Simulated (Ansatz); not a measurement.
# Worked example: correlation energy of CO₂, singlet

Geometry: MP2(full)/6-31G*, from the G2/97 set.

```xyz
3

C     0.0000    0.0000    0.0000
O     0.0000    0.0000   -1.1787
O     0.0000    0.0000    1.1787
```

Basis cc-pVTZ; Ansatz 0.2.0. Only valence electrons are correlated (noble-gas cores frozen), which leaves 16 electrons in 87 orbitals. Prefix R: restricted or restricted open-shell reference.

Full CI isn't at hand for all of this; RCCSDT(Q) serves as the reference, and is uncertain by about the last step of the cluster series.

Runs differ by some tens of microhartree through their thresholds, so steps under 0.03 kcal/mol mean nothing.

| level | total energy (hartree) |
| --- | --- |
| RHF | -187.701816 |
| RMP2 | -188.308039 |
| RCCSD | -188.297160 |
| RCCSD(T) | -188.326635 |
| RCCSDT | -188.326395 |
| RCCSDT(Q) | -188.328535 |

**Question.** What is the correlation energy at RCCSDT(Q), and what share of it do RMP2 and RCCSDT recover?

**Answer.** E(corr) = -188.328535 − (-187.701816) = -0.626719 hartree = -17.054 eV. RMP2: -0.606223 / -0.626719 = 96.73 %. RCCSDT: -0.624579 / -0.626719 = 99.66 %.

**Question.** By how many kcal/mol does RCCSD(T) miss RCCSDT(Q) (1 hartree = 627.509 kcal/mol), and which steps make up the rest?

**Answer.** -188.326635 − (-188.328535) = 0.001900 hartree = 1.19 kcal/mol. Steps: RCCSDT − RCCSD(T) = 0.15, RCCSDT(Q) − RCCSDT = -1.34 kcal/mol. Differences between like states or geometries often cancel part of this.
